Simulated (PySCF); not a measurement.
Geometries of 2 isomers of C6H4, from PySCF, PBE0-D3(BJ)/def2-SVP geometry optimisation, gas phase. One conformer each, no zero-point energy, no frequencies.

Question: Which isomer lies lower at this level?
A.
```xyz
10
angstrom
C      2.859    0.066   -0.586
C      1.681    0.276   -0.373
C      0.324    0.475   -0.121
C     -0.716    1.297   -0.002
C     -0.975   -0.091    0.204
C     -1.762   -1.128    0.481
H      3.901   -0.120   -0.774
H     -1.074    2.324   -0.046
H     -1.362   -2.143    0.514
H     -2.825   -0.979    0.680
```
B.
```xyz
10
angstrom
C     -1.725    1.853   -0.175
C     -1.062    0.842   -0.088
C     -0.255   -0.340    0.010
C     -0.806   -1.563    0.167
C      1.166   -0.157   -0.068
C      2.363    0.020   -0.137
H     -2.318    2.746   -0.250
H     -1.889   -1.680    0.224
H     -0.175   -2.450    0.239
H      3.425    0.170   -0.198
```

Answer: B. That is `C#CC(=C)C#C`, 8.6 kcal/mol below the other.

```tsv
SMILES	atoms numbered as above	E (Eh)	relative (kcal/mol)	relative (kJ/mol)	dipole (D)
C#CC(=C)C#C	[CH:1]#[C:2][C:3](=[CH2:4])[C:5]#[CH:6]	-230.42534	0.0	0.0	0.35
C#CC1=CC1=C	[CH:1]#[C:2][C:3]1=[CH:4][C:5]1=[CH2:6]	-230.41156	8.6	36.2	1.81
```

As drawn, the higher has a three-membered ring, which the lower lacks.
